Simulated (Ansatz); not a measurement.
We consider hcp Os, described by r²SCAN50 (Ansatz, a first-principles code, plane waves, PAW).

Input file:

Ansatz 0.2 input:
```yaml
crystal:
  lattice:
    - [1.3468826325, -2.3328691513, 0.0]
    - [1.3468826325, 2.3328691513, 0.0]
    - [0.0, 0.0, 4.2500466298]
  atoms:
    - { symbol: Os, position: [0.3333333333, 0.6666666667, 0.25] }
    - { symbol: Os, position: [0.6666666667, 0.3333333333, 0.75] }
basis:
  ecutwfc: 520
  ecutrho_ratio: 4
  xc_grid: 3
kpoints:
  mp_grid: { grid: [12, 12, 6] }
hamiltonian:
  xc: r2scan50
  dispersion: none
  pseudopotentials: { kind: paw }
scf:
  occupations: { method: fermi_dirac, width: 0.05 }
  convergence: { dr2_threshold: 0.0000000002 }
output:
  forces: true
  stress: true
  eigenvalues: true
```

Output (set-up and result lines):

```
WARN output.stress: scf.exx.energy_threshold = 1e-6 eV is looser than the 2e-8 eV advised for a stress under a hybrid functional (1e-8 eV for each atom of the …
Crystal: 2 atoms, lattice volume = 26.708 Å³
Basis set: ecut = 520 eV, 711 PW (Γ), exchange–correlation on 72×72×96 points (27 copies of the dense FFT grid, shifted against one another)
Bands: 20, of which v1, the nominal top of the filled ones, is band 16 counted from 1 (15 counted from 0)
Symmetry: 24 space group operations
Space group: P63/mmc (ITA 194), of the structure as read, at distance tolerance 3.0e-5 Å
k-points: 76 of 864
Functional: x = r2scan, c = r2scan; τ floored in thin density (d = 2e-4 eV/Å³), warm-up for x = 0.5 r2scan + 0.5 exact, c = r2scan; τ floored in thin density (d = 2e-4 eV/Å³)
SCF iter   1: F=—  HF=-22795.101864 eV  |F-HF|=—  |Δ(HF+E_count)|=         —  Δρ=1.48e-2  dr2=2.66e-2  dr2_τ=4.79e-2
SCF iter   2: F=—  HF=-22795.151375 eV  |F-HF|=—  |Δ(HF+E_count)|=   4.95e-2  Δρ=8.40e-3  dr2=7.08e-3  dr2_τ=6.08e-4
  ...
SCF 1 converged in 8 iterations: F = -22795.156353 eV  dr2 = 1.23e-11
Crystal: 2 atoms, lattice volume = 26.708 Å³
Initial density: handed on by an earlier stage of this run
Functional: x = 0.5 r2scan + 0.5 exact, c = r2scan; τ floored in thin density (d = 2e-4 eV/Å³)
SCF 2 converged in 7 iterations: F = -22779.004170 eV  dr2 = 3.66e-12
Crystal: 2 atoms, lattice volume = 26.708 Å³
SCF 3 converged in 6 iterations: F = -22779.039422 eV  dr2 = 1.79e-12
Crystal: 2 atoms, lattice volume = 26.708 Å³
Crystal: 2 atoms, lattice volume = 26.708 Å³
SCF 5 converged in 26 iterations: F = -22779.044556 eV  dr2 = 1.69e-10
Crystal: 2 atoms, lattice volume = 26.708 Å³
Crystal: 2 atoms, lattice volume = 26.708 Å³
SCF 7 converged in 7 iterations: F = -22779.045813 eV  dr2 = 6.87e-12
Crystal: 2 atoms, lattice volume = 26.708 Å³
SCF iter   1: F=—  HF=-22779.045813 eV  |F-HF|=—  |Δ(HF+E_count)|=         —  Δρ=4.01e-7  dr2=2.33e-11  dr2_τ=7.67e-12
SCF iter   2: F=-22779.045813 eV  HF=-22779.045813 eV  |F-HF|=0.00e0  |Δ(HF+E_count)|=  3.64e-12  Δρ=1.70e-7  dr2=3.03e-12  dr2_τ=7.96e-13
SCF 8 converged in 2 iterations: F = -22779.045813 eV  dr2 = 3.03e-12
Free energy (F): -22779.045813 eV
Internal energy: -22779.045486 eV  (E = F + TS)
E sigma→0 (E₀):  -22779.045650 eV
Fermi energy:    26.887157 eV
--- Forces (eV/Å), atoms counted from 1 ---
  atom   1  Os     0.00000000     0.00000000     0.00000000
  atom   2  Os    -0.00000000    -0.00000000     0.00000000
--- Stress (GPa, compression-positive) ---
       -0.010280      -0.000000       0.000000
        0.000000      -0.010280       0.000000
        0.000000       0.000000      -0.008854
  P = ⅓ Tr σ = -0.0098 GPa (-0.098 kbar)
```

The PAW data were made under PBE.

Note: the run warned that the count of filled bands differs between k points.

It cost around 5 core-minutes (rough) of CPU time.
